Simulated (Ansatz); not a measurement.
fcc Rh, treated with LDA in Ansatz (plane waves, PAW).

Settings: plane-wave cutoff 500 eV, 24×24×1 k mesh (along the axes of the cell as run), Fermi–Dirac smearing 0.1 eV, scalar-relativistic PAW data made under PBE.

### Question
Give the computed surface energy of the (111) face and work function of the (111) face.

### Answer

* **surface energy of the (111) face**: 2.63 J/m²
* **work function of the (111) face**: 5.53 eV

The slab of 6 atoms is relaxed and unreconstructed.

Static lattice: no zero-point or thermal effects.

Ansatz is a first-principles code.
